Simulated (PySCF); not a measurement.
# H3NO (hydroxylamine) at CCSDT(Q)/STO-6G

What is the energy change on altering one bond length of H3NO (hydroxylamine) at CCSDT(Q)/STO-6G? Input form: a Python script.

The results are computed with PySCF 2.14.0.

10 further runs of the same task are left out: 2 that didn't finish, 8 set aside as unsound or not needed.

## (1) Starting point

H3NO has 5 atoms, charge 0, and is taken as a singlet. As SMILES, `NO`. The shape is that of a GFN2-xTB optimisation. This is one conformer, not always the lowest.

Bond lengths: N1–O2 1.432 Å, N1–H3 1.020 Å, N1–H4 1.020 Å, O2–H5 0.966 Å. Angles: N1–O2–H5 105.0°, O2–N1–H3 105.6°, O2–N1–H4 105.6°, H3–N1–H4 107.4°.

## (2) A single-point energy at CCSDT(Q)/STO-6G

Contents of geometry.xyz:

```xyz
5
H3NO
N     -0.178910    -0.366440    -0.312920
O      0.371730     0.674250     0.501760
H     -0.161770    -1.206140     0.265260
H     -1.156690    -0.114310    -0.454620
H      1.125640     1.012630     0.000530
```

Contents of job.py:

```python
# hydroxylamine
from pyscf import gto, scf, cc

molecule = gto.M(
    atom='geometry.xyz',
    basis='sto-6g',
    max_memory=1860,
    verbose=3,
    charge=0,
)

myscf = scf.RHF(molecule)
myscf.conv_tol = 1e-10
myscf.kernel()
if not myscf.converged:
    myscf = myscf.newton().run(myscf.mo_coeff, myscf.mo_occ)

mycc = cc.CCSDT(myscf, frozen=2)
mycc.kernel()
e_bracket, e_q = mycc.ccsdt_q()
etot = mycc.e_tot + e_q
print('Final energy', etot)
```

Run with:

```bash
$ OMP_NUM_THREADS=1 python job.py
```

Standard output:

```text
converged SCF energy = -130.502322684666
_make_eris_incore_RCCSDT

WARN: A large `blksize` is being used, which may cause large memory consumption
      for storing contraction intermediates. If memory is sufficient, consider using
      `pyscf.cc.rccsdt_highm.RCCSDT` instead.

RCCSDT converged
E(RCCSDT) = -130.6157271433505   E_corr = -0.1134044586848667
E_corr(same-spin) = -0.00564741859490208
E_corr(oppo-spin) = -0.107757040089965
_make_eris_incore_RCCSDT
Final energy -130.615822284968
```

It took 1.6 s on 1 thread of Arm Neoverse V1, shared host; peak memory 0.1 GiB.

## (3) The distorted shape, same level

Contents of job.py:

```python
from pyscf import gto, scf, cc

molecule = gto.M(
    atom='''
N       -1.535959      -0.975529       0.589301
O       -0.985319       0.065161       1.403981
H       -1.518819      -1.815229       1.167481
H       -2.513739      -0.723399       0.447601
H        1.125640       1.012630       0.000530
''',
    basis='sto-6g',
    verbose=4,
    max_memory=1860,
    spin=0,
)

calc0 = scf.RHF(molecule)
calc0.conv_tol = 1e-10
calc0.kernel()
if not calc0.converged:
    calc0 = calc0.newton().run(calc0.mo_coeff, calc0.mo_occ)

mycc = cc.CCSDT(calc0, frozen=2)
mycc.kernel()
e_bracket, e_q = mycc.ccsdt_q()
energy = mycc.e_tot + e_q
print(f'total energy: {energy:.8f} hartree')
```

Run with:

```bash
$ OMP_NUM_THREADS=1 python job.py
```

Standard output:

```text
PySCF version 2.14.0

[INPUT] num. atoms = 5
[INPUT] num. electrons = 18
[INPUT] charge = 0
[INPUT] spin (= nelec alpha-beta = 2S) = 0
[INPUT] symmetry False subgroup None
[INPUT] Mole.unit = angstrom
[INPUT] Symbol           X                Y                Z      unit          X                Y                Z       unit  Magmom
[INPUT]  1 N     -1.535959000000  -0.975529000000   0.589301000000 AA   -2.902541848561  -1.843482636571   1.113617494932 Bohr   0.0
[INPUT]  2 O     -0.985319000000   0.065161000000   1.403981000000 AA   -1.861983055330   0.123136444003   2.653139574093 Bohr   0.0
[INPUT]  3 H     -1.518819000000  -1.815229000000   1.167481000000 AA   -2.870151942786  -3.430285663368   2.206219345633 Bohr   0.0
[INPUT]  4 H     -2.513739000000  -0.723399000000   0.447601000000 AA   -4.750278258638  -1.367025988784   0.845843303081 Bohr   0.0
[INPUT]  5 H      1.125640000000   1.012630000000   0.000530000000 AA    2.127151314855   1.913593365518   0.001001554846 Bohr   0.0

nuclear repulsion = 35.5102162814038
number of shells = 9
number of NR pGTOs = 78
number of NR cGTOs = 13
basis = sto-6g
ecp = {}

[... 45 lines left out ...]
converged SCF energy = -130.130038099464
[... 16 lines left out ...]
WARN: A large `blksize` is being used, which may cause large memory consumption
[... 13 lines left out ...]
Init t2, MP2 energy = -130.416217024102  E_corr(MP2) -0.286178924638
[... 26 lines left out ...]
RCCSDT converged
[... 5 lines left out ...]
total energy: -130.49323415 hartree
```

Run time: 2 s. Hardware: 1 thread of Arm Neoverse V1, shared host; peak memory 0.1 GiB.

## (4) Results

At CCSDT(Q)/STO-6G, 2 core orbitals frozen:

| quantity | value |
| --- | --- |
| first shape: total energy | -130.61582 Eh |
| first shape: dipole moment (Hartree–Fock density) | 0.39 D |
| first shape: HOMO energy (Hartree–Fock orbitals) | -9.17 eV |
| first shape: LUMO energy (Hartree–Fock orbitals) | 14.32 eV |
| first shape: HOMO–LUMO gap (Hartree–Fock orbitals) | 23.49 eV |
| first shape: correlation energy (2 core orbitals frozen) | -113.5 mEh |
| first shape: T1 diagnostic | 0.006 |
| distorted shape: total energy | -130.49323 Eh |
| distorted shape: dipole moment (Hartree–Fock density) | 2.07 D |
| distorted shape: HOMO energy (Hartree–Fock orbitals) | -4.77 eV |
| distorted shape: LUMO energy (Hartree–Fock orbitals) | 1.21 eV |
| distorted shape: HOMO–LUMO gap (Hartree–Fock orbitals) | 5.98 eV |
| distorted shape: correlation energy (2 core orbitals frozen) | -363.2 mEh |
| distorted shape: T1 diagnostic | 0.015 |
| energy change with the O2–H5 bond stretched from 0.966 to 2.706 Å | 3.336 eV |

What this shows: With the O2–H5 bond stretched from 0.966 to 2.706 Å the energy rises by 3.34 eV (322 kJ/mol). The first shape isn't relaxed at this level, so the change isn't measured from a minimum. The minimal basis adds a large error of its own.
